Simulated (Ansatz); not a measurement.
Geometry optimisation, RKS PBE0-D4/cc-pVDZ in Ansatz 0.2.0.

The input (input.yaml):

```yaml
crystal:
  periodic: [false, false, false]
  atoms:
    - { symbol: B, position_ang: [0.025812, -0.254207, 0.024962] }
    - { symbol: F, position_ang: [0.046965, -0.510591, 1.324769] }
    - { symbol: Cl, position_ang: [1.527477, -0.383533, -0.883742] }
    - { symbol: H, position_ang: [-1.004612, -0.024279, -0.544984] }
    - { symbol: H, position_ang: [0.287847, 2.026655, 0.712058] }
    - { symbol: H, position_ang: [0.265011, 1.609555, 1.296138] }
basis:
  gaussian: { orbitals: cc-pVDZ }
hamiltonian:
  xc: pbe0
  dispersion: d4
relax:
  f_tol: 0.03
  max_steps: 50
```

Run as:

```bash
$ ansatz run input.yaml --threads 1 --pin off --max-ram 2048MiB --backend cpu --events-out ev --progress --plain --runs-dir out
```

Problem. Where does it end, and by what steps?

Solution. It converged. After 8 steps the energy has fallen by 0.157 eV; H6 moved furthest, 0.51 Å.

```csv
step,energy less start (eV),largest force component (eV/Å),accepted
0,0.0000,1.412,yes
1,-0.1267,0.220,yes
2,-0.0418,1.639,no
3,-0.1310,0.469,yes
4,-0.1480,0.358,yes
5,-0.1530,0.221,yes
6,-0.1562,0.109,yes
7,-0.1573,0.036,yes
8,-0.1574,0.005,yes
```

```xyz
6
Properties=species:S:1:pos:R:3
B 0.017 -0.487 -0.039
F 0.034 -0.886 1.223
Cl 1.516 -0.518 -0.944
H -1.005 -0.126 -0.552
H 0.389 2.396 0.786
H 0.197 2.085 1.455
```

Whether the end is a true minimum wasn't checked by a vibrational analysis.

Time of the run: 20 s on 1 thread of Arm Neoverse V1, with other jobs on the host, peak memory 0.13 GiB.
